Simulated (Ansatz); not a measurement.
Au: levels along high-symmetry lines

```
Au
1.0
     0.00000    2.07827    2.07827
     2.07827    0.00000    2.07827
     2.07827    2.07827    0.00000
Au
1
Direct
  0.00000 0.00000 0.00000
```

The conventional cell has a = 4.157 Å, b = 4.157 Å, c = 4.157 Å, α = 90.00°, β = 90.00°, γ = 90.00°. Au (atom 1) is surrounded by 12 Au at 2.94 Å.

The structure comes from a relaxation in the same program, started in the fcc type, and has space group Fm-3m. Whether it is a known phase or the ground state wasn't checked.

Spin–orbit coupling is left out, though it moves levels of the heavy atoms by tenths of an eV or more.

Computed with DFT, PBE, all-electron LAPW, scalar-relativistic (Ansatz 0.2.0).

The runs use a Γ-centred 14×14×14 k mesh, Fermi–Dirac smearing of 0.03 eV, basis error target 1 meV/atom, no spin polarisation.

Points in fractions of the reciprocal vectors of this cell: Γ (0, 0, 0), X (0.5, 0, 0.5), U (0.625, 0.25, 0.625), K (0.375, 0.375, 0.75), L (0.5, 0.5, 0.5), W (0.5, 0.25, 0.75). The path joins them by straight lines in the order Γ–X–U–K–Γ–L–W–X; legs that retrace an earlier one aren't tabulated. Energies are in eV from the Fermi level.

(1) Metal or insulator at this level of theory?

(2) Tabulate bands 19 to 24, counted from the lowest band of the run, along the path.

Results:

(1) No gap opens: metallic or semimetallic.

(2) 
```tsv
k (1/Å)	point	band 19	band 20	band 21	band 22	band 23	band 24
0.00	Γ	-4.34	-4.34	-2.96	-2.96	14.61	18.31
0.38		-4.04	-4.04	-3.29	-2.81	15.35	16.80
0.76		-3.69	-3.21	-3.21	-2.45	14.46	14.46
1.13		-2.13	-2.13	-2.07	-1.72	9.65	11.28
1.51	X	-1.90	-1.56	-1.56	1.23	5.45	9.94
1.65		-1.96	-1.82	-1.59	1.58	5.37	9.55
1.78		-2.38	-2.14	-1.67	2.40	5.09	8.70
1.91		-2.98	-2.40	-1.80	3.45	4.57	7.83
2.05	U	-3.53	-2.68	-1.97	3.76	4.62	7.22
2.28		-4.07	-2.93	-1.90	3.48	4.90	7.65
2.51		-4.55	-3.08	-1.83	3.47	4.81	8.44
2.74		-4.07	-2.93	-1.90	3.48	4.90	7.65
2.97	K	-3.53	-2.68	-1.97	3.76	4.62	7.22
3.37		-4.62	-3.38	-2.69	0.67	7.49	8.56
3.77		-4.18	-3.51	-3.49	-1.73	10.85	12.73
4.17		-4.11	-4.09	-3.19	-2.85	15.15	15.24
4.58	Γ	-4.34	-4.34	-2.96	-2.96	14.61	18.31
4.90		-4.19	-4.19	-3.01	-3.01	14.91	15.84
5.23		-4.08	-4.08	-2.80	-2.80	10.91	15.56
5.56		-4.27	-2.86	-2.18	-2.18	6.08	14.54
5.88	L	-4.37	-1.86	-1.86	-0.66	2.89	14.06
6.15		-4.16	-2.86	-1.90	0.67	2.87	14.17
6.42		-3.91	-3.57	-1.98	2.68	2.93	11.86
6.69		-4.55	-3.08	-1.83	3.47	4.81	8.44
6.95	W	-4.76	-3.08	-1.56	4.53	6.21	6.21
7.14		-3.96	-2.84	-1.56	4.65	4.69	7.64
7.33		-3.03	-2.39	-1.56	3.19	4.95	8.84
7.52		-2.08	-2.03	-1.56	1.88	5.30	9.65
7.71	X	-1.90	-1.56	-1.56	1.23	5.45	9.94
```
